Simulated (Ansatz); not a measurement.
One change: `BC#C` becomes `C#CF`.

Ansatz, PBE0-D4/def2-TZVP geometries, multiplicity 1. 

```csv
property,`BC#C`
LUMO energy (ωB97M-V/def2-TZVPP) / eV,-0.38
LUMO energy (B3LYP/def2-TZVPP) / eV,-2.60
HOMO energy (ωB97M-V/def2-TZVPP) / eV,-10.32
size of the dipole moment (ωB97M-V/def2-TZVPP) / D,0.95
HOMO–LUMO gap (PBE/def2-TZVPP) / eV,3.50
HOMO–LUMO gap (ωB97M-V/def2-TZVPP) / eV,9.95
```

Problem. What does the change do to each property? (Best estimate.)

Solution. Ansatz gave: 
| property | `C#CF` | shift |
| --- | --- | --- |
| LUMO energy (ωB97M-V/def2-TZVPP) / eV | 3.08 | 3.46 |
| LUMO energy (B3LYP/def2-TZVPP) / eV | 0.89 | 3.49 |
| HOMO energy (ωB97M-V/def2-TZVPP) / eV | -10.62 | -0.30 |
| size of the dipole moment (ωB97M-V/def2-TZVPP) / D | 0.55 | -0.40 |
| HOMO–LUMO gap (PBE/def2-TZVPP) / eV | 7.15 | 3.65 |
| HOMO–LUMO gap (ωB97M-V/def2-TZVPP) / eV | 13.70 | 3.75 |

With PBE0 the HOMO falls by 0.22 eV and the LUMO rises by 3.69 eV, so the gap widens by about 3.91 eV. PBE moves the HOMO by -0.07 eV and ωB97M-V by -0.30 eV. Dipoles are sizes alone; their direction can turn.

B3LYP here is the variant with VWN-RPA as its local correlation; programs differ in this.
